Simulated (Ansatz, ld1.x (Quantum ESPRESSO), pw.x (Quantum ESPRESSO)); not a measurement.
## Ir (sc): variants of one RRKJ potential in the solid

```
Element                 : iridium (Ir)
Generator               : ld1.x (Quantum ESPRESSO) 7.5
Type                    : norm-conserving RRKJ (Kleinman–Bylander form)
Functional              : LDA (PW92)
Relativity              : scalar-relativistic
Frozen core             : [Xe] 4f14
Valence charge          : 9
Reference configuration : 5d7 6s1.75 6p0.25
Partial waves           : 6p (bound): rc 2.45 bohr; 5d (bound): rc 1.90 bohr; 6s (bound): rc 2.15 bohr
Local potential         : the s channel
Core correction         : a·sin(br)/r model core, default radius (core density twice the valence density)
```

Crystal test: sc Ir in pw.x 7.5, no spin, 13³ k-points, Fermi–Dirac smearing 0.01 Ry, cutoffs set for each file from its atomic test. The reference is all-electron LAPW (Ansatz 0.2.0) with the same functional, mesh and smearing; V0 and B0 come from Birch–Murnaghan fits to the pressures at five volumes. Errors are pseudo minus all-electron; Δ is the rms difference of the E(V) curves that follow from these fits, minima aligned, over ±6 % about the mean V0. Mesh and smearing are coarse, so the numbers serve the comparison and aren't converged zero-temperature values; the lattice is a test structure that the element need not adopt.

All-electron: a0 = 2.529 Å (V0 = 16.17 Å³/atom), B0 = 288.0 GPa.

Base: This is a poor potential for the solid.

1 further variants are left out: they gave no file fit for a test, a broken result, the same result as the base, or pressures whose basis-set error rivals the error shown.

A dash in a converged row means that the minimum lies outside the volumes sampled.

| change | cutoffs (Ry) | pw.x | a0 (Å) | a0 error (%) | B0 error (%) | Δ (meV/atom) | mean pressure error (GPa) |
| --- | --- | --- | --- | --- | --- | --- | --- |
| base | 50/200 | converged | 2.561 | +1.28 | -2.8 | 39.4 | +12.29 |
| reference 5d7 6s2 6p0 | 50/200 | converged | 2.561 | +1.28 | -2.6 | 39.3 | +12.28 |
| wave 5d (bound): rc 1.90 bohr becomes 5d (bound): rc 2.80 bohr | 50/200 | converged | – | – | – | – | +14.06 |
| core correction a·sin(br)/r model core inside 2.34 bohr | 50/200 | converged | 2.560 | +1.24 | -2.9 | 37.9 | +11.76 |
| wave 6s (bound): rc 2.15 bohr becomes 6s (bound): rc 1.86 bohr | 75/300 | converged | 2.554 | +1.01 | -2.3 | 30.9 | +9.53 |
